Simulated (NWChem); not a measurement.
System: SiH4 cation, doublet; SMILES of the neutral closed-shell parent [SiH4]

```xyz
5

Si     0.0813     0.1904     0.0045
H      1.2598    -0.0529    -0.8338
H     -0.1610     1.3546     0.8628
H     -0.5751    -1.1382     0.5571
H     -1.2455    -0.4317    -0.5906
```
Atoms are numbered in this order, from 1.

Level: B3LYP/6-31G* (spherical d), spin-unrestricted (NWChem), optimised geometry, unscaled harmonic frequencies. The spin multiplicity was typed, not searched, and may not be the lowest.

### Question
List the harmonic frequencies with IR intensities, and the thermochemistry.

### Answer
```
frequency (cm⁻¹)  IR intensity (km/mol)
----------------  ---------------------
558                                 0.2
605                                10.7
627                                 0.0
804                                27.5
962                                36.8
1561                              117.5
1891                                5.9
2358                                0.1
2418                                0.2
```

```
Quantity                                                                                             Result
-----------------------------------------------------------------------------------------  ----------------
zero-point energy                                                                             16.8 kcal/mol
thermal correction to the enthalpy at 298.15 K (with zero-point energy)                       19.6 kcal/mol
heat capacity Cv                                                                           10.2 cal/(mol K)
entropy at 298.15 K and 1 atm (symmetry number 2, electronic part: spin degeneracy alone)  55.0 cal/(mol K)
```

Rigid rotor and harmonic oscillator.
